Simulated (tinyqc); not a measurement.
Extended Hueckel theory, for CO+, step by step. The parameters take no account of the charge, which enters only through the electron count. One step of it, computed by the program tinyqc.

Question. Mulliken analysis. P = C n C^T; charge = valence electrons (C 4, O 6) minus the sum of (P S)_ii on the atom; overlap population = 2 sum P_ij S_ij between two atoms.

coefficients:
```
             MO1        MO2        MO3       MO4        MO5        MO6        MO7        MO8
1C 2s   0.218426   0.801725   0.000000  0.000000   0.382458   0.000000   0.000000   0.766027
1C 2px  0.000000   0.000000   0.215781  0.110151   0.000000  -0.230344   0.964076   0.000000
1C 2py  0.000000   0.000000  -0.110151  0.215781   0.000000   0.964076   0.230344   0.000000
1C 2pz  0.077423  -0.288051   0.000000  0.000000  -0.434683   0.000000   0.000000   1.137357
2O 2s   0.870475  -0.310004   0.000000  0.000000   0.040507   0.000000   0.000000  -0.882598
2O 2px  0.000000   0.000000   0.822274  0.419750   0.000000   0.100993  -0.422695   0.000000
2O 2py  0.000000   0.000000  -0.419750  0.822274   0.000000  -0.422695  -0.100993   0.000000
2O 2pz  0.036289  -0.395972   0.000000  0.000000   0.797888   0.000000   0.000000   0.752234
```

occupations: 2.000000  2.000000  2.000000  2.000000  1.000000  0.000000  0.000000  0.000000

overlap S, lower triangle:
```
            1C 2s    1C 2px    1C 2py     1C 2pz     2O 2s    2O 2px    2O 2py    2O 2pz
1C 2s    1.000000
1C 2px   0.000000  1.000000
1C 2py   0.000000  0.000000  1.000000
1C 2pz   0.000000  0.000000  0.000000   1.000000
2O 2s    0.353374  0.000000  0.000000   0.439866  1.000000
2O 2px   0.000000  0.198912  0.000000   0.000000  0.000000  1.000000
2O 2py   0.000000  0.000000  0.198912   0.000000  0.000000  0.000000  1.000000
2O 2pz  -0.296345  0.000000  0.000000  -0.305507  0.000000  0.000000  0.000000  1.000000
```

Give: charges; Overlap populations.

Answer.

charges: 1C 1.4713, 2O -0.4713

Overlap populations:
```
pair     value
2-1   0.799669
```
